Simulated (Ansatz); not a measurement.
Energy needed to pull apart BNH$_{3}$Cl (SMILES NBCl), singlet, into free ground-state atoms, from the structure below (displaced at random from a GFN2-xTB minimum); no zero-point or spin–orbit terms; open-shell atoms are treated unrestricted, in their ground-state multiplicity.

| atom | x (Å) | y (Å) | z (Å) |
| --- | --- | --- | --- |
| N1 | -0.4461 | -0.0444 | -0.6547 |
| B2 | 0.3503 | -0.2136 | 0.5001 |
| Cl3 | 0.4962 | 1.1794 | 1.6233 |
| H4 | -0.5753 | -0.6588 | -1.2872 |
| H5 | -0.8544 | 0.7901 | -0.7998 |
| H6 | 0.9244 | -1.1283 | 0.6874 |

Program: Ansatz 0.2.0. Basis: def2-TZVPP. Cores are frozen in the correlated methods.

```
   method  atomization energy (kcal/mol)
   PBE-D4                          512.4
revPBE-D4                          498.9
r2SCAN-D4                          503.8
   B97M-V                          506.6
  PBE0-D4                          504.3
  wB97M-V                          506.8
       HF                              ?
      MP2                              ?
     CCSD                          478.6
  CCSD(T)                          485.8
```

What does MP2 give? (An estimate is asked for; the value comes from the calculation.)

The calculation gives: 496.6 kcal/mol, which is about 10.7 kcal/mol more than CCSD(T)/def2-TZVPP.

What does HF give? (An estimate is asked for; the value comes from the calculation.)

Computed: 367.8 kcal/mol, which is about 118.0 kcal/mol less than CCSD(T)/def2-TZVPP.

In triple zeta the MP2 and coupled-cluster atomization energies are still short of their basis limit by a few kcal/mol a bond, whereas those of the functionals are nearly converged, so these differences are not deviations from converged CCSD(T).

T1 diagnostic: at most 0.012.

For scale, one of the runs: CCSD(T)/def2-TZVPP forces, 146 basis functions, launched by `ansatz run in.yaml --threads 4 --pin off --events-out ev --progress --plain --max-ram 5222MiB`. Time: 62 s of wall clock on 4 CPU threads of an Arm Neoverse N1; the host was shared. Peak host memory: 1.6 GiB.
